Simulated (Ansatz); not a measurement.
C3H6, SMILES `C=CC` (charge 0, multiplicity 1).

Cartesian coordinates (Å):
```xyz
9

C      1.3834    -0.0293     0.0648
C      0.1446     0.1285     0.5090
C     -1.0872    -0.0450    -0.3106
H      1.5827    -0.3060    -0.9664
H      2.2417     0.1113     0.7114
H     -0.0070     0.4063     1.5505
H     -1.6774     0.8767    -0.3322
H     -0.8467    -0.3223    -1.3387
H     -1.7342    -0.8202     0.1122
```
Charge 0, spin multiplicity 1.

Frozen-core energies in 6-31g from Ansatz (a quantum-chemistry and plane-wave program) at a geometry from PBE0-D3(BJ)/def2-TZVP; the HF reference has <S^2> = 0.00 (restricted, and unstable towards unrestricted orbitals) and the T1 diagnostic is 0.008.

```json
[
 {"level": "HF", "energy (Ha)": "-117.02776"},
 {"level": "MP2", "energy (Ha)": "-117.29709"},
 {"level": "CCSD", "energy (Ha)": "-117.33549"},
 {"level": "CCSD(T)", "energy (Ha)": "-117.34319"}
]
```

**Question.** Estimate the energies of CCSDT, CCSDT(Q) and CCSDTQ, and give each level's difference from CCSDTQ.

**Answer.** 
| level | energy (Ha) | difference from CCSDTQ (mHa) |
|---|---|---|
| MP2 | -117.29709 | 47.08 |
| CCSD | -117.33549 | 8.68 |
| CCSD(T) | -117.34319 | 0.98 |
| CCSDT | -117.34369 | 0.48 |
| CCSDT(Q) | -117.34421 | -0.05 |
| CCSDTQ | -117.34417 | 0.00 |
